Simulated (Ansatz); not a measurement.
Input file:

```yaml
crystal:
  periodic: [false, false, false]
  atoms:
    - {symbol: Si, position_ang: [0.000000, 0.000000, 0.000000]}
    - {symbol: P, position_ang: [0.000000, 0.000000, 3.127000]}
basis:
  gaussian: {orbitals: 6-31G}
total_charge: 1
magnetization: {spin_polarized: true, initial_magnetization: 0}
correlation: {method: ccsdt_q, electrons: outside_noble_gas}
```

```sh
$ ansatz run in.yaml --threads 1 --pin off --events-out ev --progress --plain --max-ram 2393MiB
```

Output:

```
489 factors; integrals over basis functions are off by at most 7.2e-8 eV
mean field evaluation 1: about -17116.1427 eV, gradient 1.4e1 eV
mean field evaluation 2: about -17116.1440 eV, gradient 1.4e1 eV
mean field evaluation 4: about -17119.3167 eV, gradient 1.6e0 eV
mean field evaluation 8: about -17119.6931 eV, gradient 3.4e-1 eV
mean field evaluation 16: about -17119.9050 eV, gradient 1.3e0 eV
mean field evaluation 32: about -17121.3952 eV, gradient 4.2e-1 eV
mean field evaluation 64: about -17120.2549 eV, gradient 1.3e0 eV
mean field evaluation 96: about -17119.3263 eV, gradient 1.6e0 eV
mean field evaluation 128: about -17121.3813 eV, gradient 2.3e-3 eV
mean field evaluation 160: about -17119.1564 eV, gradient 1.0e1 eV
...
mean field -17121.76797827 eV, -629.2133676502 hartree, gradient 1.6e-6 eV, S^2 2.008558; 39 other end points of the search recorded, 0 dependent functions left out
determinant -17121.76797827 eV, -629.2133676502 hartree, with singles and doubles -17123.59158401 eV, -629.2803839252 hartree
determinant -17121.45276945 eV, -629.2017839399 hartree, with singles and doubles -17123.47243385 eV, -629.2760052375 hartree
determinant -17121.38003832 eV, -629.1991111201 hartree, with singles and doubles -17123.80709340 eV, -629.2883037490 hartree
determinant -17121.37379909 eV, -629.1988818327 hartree, with singles and doubles -17123.30932051 eV, -629.2700109329 hartree
determinant -17121.14214153 eV, -629.1903685741 hartree, with singles and doubles -17123.22928951 eV, -629.2670698477 hartree
determinant -17121.08760853 eV, -629.1883645234 hartree, with singles and doubles -17123.07789586 eV, -629.2615062338 hartree
determinant -17120.94777466 eV, -629.1832257235 hartree, with singles and doubles -17123.86631298 eV, -629.2904800286 hartree
determinant -17120.35132688 eV, -629.1613066720 hartree, with singles and doubles -17121.61873243 eV, -629.2078829667 hartree
determinant -17120.28155533 eV, -629.1587426147 hartree, with singles and doubles -17123.52602884 eV, -629.2779748170 hartree
determinant -17120.25831927 eV, -629.1578887054 hartree, with singles and doubles -17122.20820470 eV, -629.2295456730 hartree
determinant -17120.19056915 eV, -629.1553989342 hartree, with singles and doubles -17122.98728070 eV, -629.2581761882 hartree
determinant -17120.11964500 eV, -629.1527925200 hartree, with singles and doubles -17121.68100752 eV, -629.2101715341 hartree
determinant -17120.04599909 eV, -629.1500860827 hartree, with singles and doubles -17121.90317027 eV, -629.2183358646 hartree
determinant -17119.69376287 eV, -629.1371416403 hartree, with singles and doubles -17122.97917507 eV, -629.2578783116 hartree
determinant -17119.61845719 eV, -629.1343742077 hartree, with singles and doubles -17121.52250004 eV, -629.2043464918 hartree
determinant -17119.37204199 eV, -629.1253186160 hartree, with singles and doubles -17121.09712541 eV, -629.1887142625 hartree
determinant -17118.36179862 eV, -629.0881928567 hartree, with singles and doubles -17120.07803479 eV, -629.1512633727 hartree
determinant -17118.28033573 eV, -629.0851991508 hartree, with singles and doubles -17121.11139909 eV, -629.1892388103 hartree
determinant -17121.76797827 eV, -629.2133676502 hartree, with singles and doubles -17123.76040622 eV, -629.2865880270 hartree
determinant -17121.45276945 eV, -629.2017839399 hartree, with singles and doubles -17123.80947251 eV, -629.2883911798 hartree
determinant -17121.38003832 eV, -629.1991111201 hartree, with singles and doubles -17124.13108827 eV, -629.3002103411 hartree
determinant -17121.37379909 eV, -629.1988818327 hartree, with singles and doubles -17123.78261349 eV, -629.2874041289 hartree
determinant -17121.14214153 eV, -629.1903685741 hartree, with singles and doubles -17123.52070609 eV, -629.2777792094 hartree
determinant -17121.08760853 eV, -629.1883645234 hartree, with singles and doubles -17123.16207185 eV, -629.2645996444 hartree
determinant -17120.94777466 eV, -629.1832257235 hartree, with singles and doubles -17124.15028439 eV, -629.3009157855 hartree
determinant -17120.35132688 eV, -629.1613066720 hartree, with singles and doubles -17121.06571451 eV, -629.1875599330 hartree
determinant -17120.28155533 eV, -629.1587426147 hartree, with singles and doubles -17123.79178577 eV, -629.2877412042 hartree
determinant -17120.25831927 eV, -629.1578887054 hartree, with singles and doubles -17122.16603155 eV, -629.2279958384 hartree
determinant -17120.19056915 eV, -629.1553989342 hartree, with singles and doubles -17123.04790746 eV, -629.2604041805 hartree
determinant -17120.11964500 eV, -629.1527925200 hartree, with singles and doubles -17121.60335991 eV, -629.2073180370 hartree
determinant -17120.04599909 eV, -629.1500860827 hartree, with singles and doubles -17122.07330618 eV, -629.2245882441 hartree
determinant -17119.69376287 eV, -629.1371416403 hartree, with singles and doubles -17122.98681833 eV, -629.2581591964 hartree
determinant -17119.61845719 eV, -629.1343742077 hartree, with no singles and doubles
determinant -17119.37204199 eV, -629.1253186160 hartree, with no singles and doubles
determinant -17118.36179862 eV, -629.0881928567 hartree, with no singles and doubles
determinant -17118.28033573 eV, -629.0851991508 hartree, with no singles and doubles
...
10 core orbitals not correlated: weight in the atoms' cores, before any rotation towards them, 1.000 or more for the frozen orbitals, at most 0.000 for the correlated occupied ones
reference -17120.94777466 eV, -629.1832257236 hartree; 4, 4 occupied and 12, 12 virtual orbitals, 489 factors
second order -1.67472254 eV of doubles, -0.00000000 eV of singles
...
cycle  27  -3.49264849 eV  change   -7.0e-6 eV  update   7.5e-6
cycle  28  -3.49264748 eV  change    1.0e-6 eV  update   5.3e-6
cycle  29  -3.49263511 eV  change    1.2e-5 eV  update   3.4e-6
cycle  30  -3.49262993 eV  change    5.2e-6 eV  update   2.1e-6
cycle  31  -3.49262748 eV  change    2.5e-6 eV  update   1.5e-6
cycle  32  -3.49262704 eV  change    4.3e-7 eV  update   1.1e-6
cycle  33  -3.49262692 eV  change    1.2e-7 eV  update   7.6e-7
cycle  34  -3.49262858 eV  change   -1.7e-6 eV  update   4.7e-7
cycle  35  -3.49262847 eV  change    1.2e-7 eV  update   2.8e-7
cycle  36  -3.49262902 eV  change   -5.5e-7 eV  update   1.8e-7
perturbative correction 0.04760453 eV, 0.0017494343 hartree
WARN: the results are in doubt because among natural orbitals full CI differs from the method by +1.099 eV
Total energy: -17124.39279915 eV, -629.3098280384 hartree
In doubt: among natural orbitals full CI differs from the method by +1.099 eV
```

The determinant lies 0.82 eV above the lowest one of its kind in the log. Its ⟨S²⟩ is 1.00 against 0.00 for a pure state. The T1 diagnostic is 0.054.

Ran on 1 thread of AMD EPYC 9R45, shared host: 10 s wall, 0.15 GiB peak host memory.
